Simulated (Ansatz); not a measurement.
# A basis-limit estimate, worked out

An elementary step of C3H5, doublet (C₂H₂ (C#C) + CH₃ → C₃H₅ ([CH][CH][CH3]); none broken or loosened, C–C formed or tightened). “Start” and “end” are the PBE0-D4/def2-TZVP structures reached by relaxing down either side of its saddle point, with the molecules still in contact.

Computed with Ansatz 0.2.0 (basis: def2-TZVPP and def2-QZVPP); correlated methods freeze the cores; orbitals are unrestricted.

Energies in eV:

| quantity | end | start |
| --- | --- | --- |
| Hartree–Fock, triple zeta (X = 3) | -3169.43468 | -3168.24555 |
| Hartree–Fock, quadruple zeta (X = 4) | -3169.57993 | -3168.39279 |
| MP2 correlation, X = 3 | -12.45320 | -12.70906 |
| MP2 correlation, X = 4 | -13.27368 | -13.53343 |
| CCSD(T) correlation, X = 3 | -14.20149 | -14.18140 |

(1) Work out the step energy at the basis limit: extrapolate Hartree–Fock as E(X) = E∞ + A exp(−7.88 √X) and the MP2 correlation as E(X) = E∞ + B X^−2.97 (the exponents that Neese and Valeev fitted for def2-TZVPP and QZVPP), then add CCSD(T) − MP2 in triple zeta.

T1 diagnostic: at most 0.038. ⟨S²⟩ of the unrestricted Hartree–Fock references: 0.76 to 0.98 (a pure state has 0.75). The unrestricted reference is spin-contaminated, which hurts MP2 most.

Answers

(1) Each step is linear, so take the differences first (end − start): Hartree–Fock -1.18913 (X = 3) and -1.18714 (X = 4); MP2 correlation 0.25586 and 0.25975; CCSD(T) correlation -0.02009.
Two points give E∞ = E(4) + w [E(4) − E(3)], with w = 1/(exp(7.88 (2 − √3)) − 1) = 0.1377 for Hartree–Fock and w = 1/((4/3)^2.97 − 1) = 0.7407 for the correlation.
Hartree–Fock: -1.18714 + 0.1377 × 0.00199 = -1.1869 eV.
MP2 correlation: 0.25975 + 0.7407 × 0.00389 = 0.2626 eV.
CCSD(T) − MP2: -0.02009 − 0.25586 = -0.2759 eV.
Sum: -1.1869 + 0.2626 + (-0.2759) = -1.2002 eV, or -27.68 kcal/mol. Plain CCSD(T) in triple zeta gives -1.2092 eV, so the larger basis shifts the result by 0.0090 eV.

Labels in which every atom is bracketed show which atoms are joined, not bond orders.

For scale, one of the runs: CCSD(T)/def2-TZVPP, 163 basis functions, launched by `ansatz run in.yaml --threads 2 --pin off --events-out ev --progress --plain --max-ram 4352MiB`. Hardware: 2 CPU threads of an Arm Neoverse V2, shared host. Wall time 60 s; peak host memory 3.1 GiB.
